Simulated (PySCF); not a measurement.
A made-up structure of C$_{2}$H$_{4}$Si, singlet:

```
7
angstrom
C -1.6053 -1.1701 -0.5207
Si 0.9724 0.6447 0.2418
C -0.7632 -0.0535 0.3114
H -2.5124 -1.7236 -0.6975
H 1.1332 1.3683 -0.9694
H 1.2086 1.5127 1.3406
H 1.9004 -0.4295 0.2788
```

It is relaxed with PBE-D4/def2-SVP and then PBE0-D4/def2-TZVP (PySCF 2.14 with density fitting (its default auxiliary sets; JK sets also for MP2 and CCSD(T))). Atoms count as bonded within 1.22 times the sum of their covalent radii (H–H: 0.88 Å). The end point is not checked to be a true minimum.

Q: Does its bonding change? (Judge from chemistry; the calculation decides.)

A: The calculation gives: No: no bond forms or breaks.

Where it ends: The first stage lowers the energy by 3.96 eV in 14 steps. It ends as C₂H₄Si (C#C[SiH3]):
C1  (-1.619, -0.969, -0.296)
Si2  (0.955, 0.559, 0.164)
C3  (-0.595, -0.359, -0.111)
H4  (-2.524, -1.509, -0.459)
H5  (1.218, 1.439, -1.001)
H6  (0.826, 1.383, 1.391)
H7  (2.073, -0.402, 0.325)
(Å)

For scale, one of the runs: PBE0-D4/def2-TZVP relaxation, 123 basis functions, launched by `OMP_NUM_THREADS=2 python run.py`. The run took 30 s on 2 CPU threads of an Intel Xeon Platinum 8488C (shared host), with 1.2 GiB of host memory at its peak.
